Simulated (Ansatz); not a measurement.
System: bcc K. Method: r²SCAN+rVV10 (Ansatz, an electronic-structure program, plane waves, PAW).

Settings: plane-wave cutoff 560 eV, 16×16×16 k mesh, Fermi–Dirac smearing 0.05 eV, scalar-relativistic PAW data made under PBE.

Pressure at four volumes; x = ln(V/74.688 Å³). One pressure is withheld.

```csv
V (Å³/atom),x,P (GPa)
70.206,-0.0619,?
71.700,-0.0408,0.158
74.688,0.0000,0.001
79.169,0.0583,-0.187
```

Question: Pass a parabola P(x) through the three rows shown, estimate the bulk modulus and its pressure derivative near zero pressure, and predict the withheld pressure.

Answer: Slopes between the rows: (0.001 − (0.158))/(0.0000 − (-0.0408)) = -3.85 and (-0.187 − (0.001))/(0.0583 − (0.0000)) = -3.22 GPa. Their difference over the span 0.0991 is c = 0.63/0.0991 = 6.4 GPa, so P(x) = 0.158 + (-3.85)(x − (-0.0408)) + 6.4 (x − (-0.0408))(x − (0.0000)). At the middle row B = −dP/dx = −[-3.85 + 6.4 × 0.0408] = 3.6 GPa, and B′ = dB/dP = 2c/B = 3.6. At x = -0.0619 the parabola gives 0.248 GPa; the run gives 0.249 GPa. The Birch–Murnaghan fit to the energies at all volumes has B0 = 3.58 GPa and B′ = 3.7.

Measured, for comparison: bulk modulus 3.75 GPa (corrected for temperature and zero-point phonon effects; as tabulated in Levämäki et al. (2014), arXiv:1402.3671). Computed (rounded) less measured: bulk modulus -5 %.
